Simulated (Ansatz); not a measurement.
`CNC(=N)O` + CH₄ → `CNC(C)=N` + H₂O  (formal exchange of groups at a C–O bond)

Program: Ansatz. Geometries: PBE0-D4/def2-TZVP. ΔE: electronic, gas phase. CCSD(T)/CBS adds triple-zeta CCSD(T) − MP2 to the extrapolated MP2 energy (def2 sets, frozen cores). This one scheme is used for every species. Functionals use def2-TZVPP. Each species was taken in one conformer, which may not be the lowest.

| species | ωB97M-V energy (Eh) |
| --- | --- |
| `CNC(=N)O` | -264.56300 |
| CH₄ | -40.49280 |
| `CNC(C)=N` | -228.61816 |
| H₂O | -76.43342 |

Task: Work out ΔE.

Result: ΔE = (-228.61816) + (-76.43342) − (-264.56300) − (-40.49280) = 0.00422 Eh = +11.1 kJ/mol. CCSD(T)/CBS gives -0.9 kJ/mol.

Largest T1 diagnostic among the species: 0.012.

The D4 term adds −4.1 kJ/mol with B3LYP and −2.3 kJ/mol with PBE0; it sums over pairs of atoms, weighted by their polarisabilities, and B3LYP, whose exchange is more repulsive, gets the larger term. In def2-TZVPP, CCSD(T) changes the Hartree–Fock value by −15.8 kJ/mol (the triples alone add −0.8 kJ/mol) and MP2 by −18.5 kJ/mol.

B3LYP here is the variant with VWN-RPA as its local correlation; programs differ in this.
